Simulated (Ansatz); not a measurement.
A made-up structure of CH3NSi, closed shell:

```xyz
6
angstrom
C -0.3794 0.4838 -0.3349
Si 1.4740 -1.8795 1.3016
N 0.6306 -0.8047 0.5548
H 0.2162 1.3901 -0.4543
H -1.2738 0.7074 0.2487
H -0.6677 0.1029 -1.3158
```

It is relaxed with PBE-D4/def2-SVP and then PBE0-D4/def2-TZVP (Ansatz 0.2.0). Atoms count as bonded within 1.22 times the sum of their covalent radii (H–H: 0.88 Å). The end point is not checked to be a true minimum.

Does its bonding change? (Judge from chemistry; the calculation decides.)

The calculation gives: Yes. Formed: C1–N3; broken: none.

Where it ends: The first stage lowers the energy by 1.65 eV in 6 steps. It ends as CH₃NSi ([CH3][N][Si]):
```
6
angstrom
C -0.2863 0.3651 -0.2526
Si 1.3172 -1.6798 1.1620
N 0.4769 -0.6082 0.4206
H 0.2816 1.2920 -0.3911
H -1.1955 0.6156 0.3054
H -0.5938 0.0154 -1.2444
```

Labels in which every atom is bracketed show which atoms are joined, not bond orders.

For scale, one of the runs: PBE0-D4/def2-TZVP relaxation, 117 basis functions, launched by `ansatz run in.yaml --threads 2 --pin off --events-out ev --progress --plain --max-ram 4352MiB`. Hardware: 2 CPU threads of an Arm Neoverse V2, shared host. Wall time about 9 s.
